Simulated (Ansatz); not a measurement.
# AlPH₃ (doublet): the correlation ladder at a displaced geometry (v2), cc-pVDZ

One table from this session's results is given with a row withheld; the runs are named, their logs left out.

Method: cc-pVDZ, core rule «outside noble gas», up to 10 orbitals frozen; program: Ansatz 0.2.0, Gaussian basis.

The runs, in order: UHF; CCSD(T) on ROHF; CCSD(T) on UHF; BCCD(T) on ROHF; CISD; CCSDT(Q) on ROHF; CCSDT(Q) on UHF.

21 further runs of the same task are left out: 7 that didn't finish, 14 set aside as unsound or not needed.

### What is computed

The geometry is a PBE0/def2-TZVP stationary point (not a proven minimum) with its atoms shifted at random (size 0.100 Å).

5 atoms, charge 0, spin multiplicity 2.

Atoms are counted from 1 here; the program's logs count them from 0.

Bond lengths: Al1–P2 2.349 Å, Al1–H3 1.595 Å, P2–H4 1.506 Å, P2–H5 1.557 Å. Angles: P2–Al1–H3 114.8°, Al1–P2–H4 87.2°, Al1–P2–H5 95.6°, H4–P2–H5 88.7°.

The first run:

The input, in.yaml:

```yaml
crystal:
  periodic: [false, false, false]
  atoms:
    - {symbol: Al, position_ang: [0.129377, -0.120534, 1.249190]}
    - {symbol: P, position_ang: [-0.168245, 0.075848, -1.072823]}
    - {symbol: H, position_ang: [-0.053872, 1.237014, 2.065279]}
    - {symbol: H, position_ang: [1.117056, 0.859508, -1.097367]}
    - {symbol: H, position_ang: [0.643676, -1.200752, -1.439874]}
basis:
  gaussian: {orbitals: cc-pVDZ}
magnetization: {spin_polarized: true, initial_magnetization: 1}
hamiltonian: {xc: hf}
output: {orbitals: {seedname: orbitals}}
```

The run is started by

```sh
$ ansatz run in.yaml --threads 1 --pin off --events-out ev --progress --plain --max-ram 2393MiB
```

Steps of the session up to this table: UHF; CCSD(T) on ROHF; CCSD(T) on UHF; BCCD(T) on ROHF; CISD; CCSDT(Q) on ROHF; CCSDT(Q) on UHF.

One of the session's tables, all rows but one given; the rest of the session is left out.

```
   method  from UCCSDT(Q) (meV)
     ROHF               +6038.1
      UHF               +6003.7
     RMP2               +1236.8
     UMP2               +1231.2
     CISD                +710.4
    RCCSD                +222.2
    UCCSD                +220.5
 RCCSD(T)                     ?
 UCCSD(T)                 +42.7
  BCCD(T)                 +42.1
   RCCSDT                 +11.4
   UCCSDT                 +11.0
RCCSDT(Q)                  +0.7
UCCSDT(Q)                     0
```

Estimate the missing values for RCCSD(T).

**Answer.** from UCCSDT(Q) (meV): +43.0. In the column «from UCCSDT(Q) (meV)» it lies between UCCSD(T) (+42.7) and UCCSD (+220.5).

Limits of these values: Restricted and unrestricted rows rest on different reference determinants; where their highest levels disagree by more than a few hundredths of an eV, they describe different states and don't form one ladder.
